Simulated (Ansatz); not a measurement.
# Basis-set limit of CH3BN, doublet

```xyz
6

B    -2.1342    0.0000    0.0000
H    -2.7309    1.0336    0.0000
H    -2.7309   -1.0336    0.0000
H    -0.5932    0.0000    0.0000
N     1.6569    0.0000    0.0000
C     0.4968    0.0000    0.0000
```

Connectivity, by distances: BH2 ··· N–CH.

Ansatz 0.2.0, UHF determinant, valence electrons correlated. Energies in eV.

```csv
set,X,functions,Hartree–Fock,MP2 correlation,CCSD(T) correlation,time
def2-TZVPP,3,135,-3228.2275,-11.6565,-13.0662,4.9 s on 1 × NVIDIA H100 80GB HBM3 with 1 thread of AMD EPYC 7R13 Processor (Zen 3) (shared host)
def2-QZVPP,4,261,-3228.3686,-12.4170,-13.7307,"21 s on 1 × NVIDIA H100 80GB HBM3 with 1 thread of AMD EPYC 7R13 Processor (Zen 3), on a shared host"
```

Hartree–Fock is taken to follow E(X) = E∞ + A·exp(−7.88·√X), correlation E(X) = E∞ + B·X^−2.97.

Cautions: ⟨S²⟩ of the determinant is 0.86 against 0.75, spin contaminated.

Task: Work out the CCSD(T) energy at the limit, and how far the shortcut misses it that extrapolates MP2 and adds CCSD(T) minus MP2 from the smaller set.

Result: Hartree–Fock: E∞ = E4 + 0.1377·(E4 − E3) = -3228.3881. Correlation: E∞ = E4 + 0.7407·(E4 − E3) = -14.2228 for CCSD(T) and -12.9803 for MP2. The limit is -3242.6109 eV, 0.512 eV below def2-QZVPP. The shortcut gives a correlation energy of -12.9803 + (-1.4098) = -14.3901, 167 meV lower than the direct value.
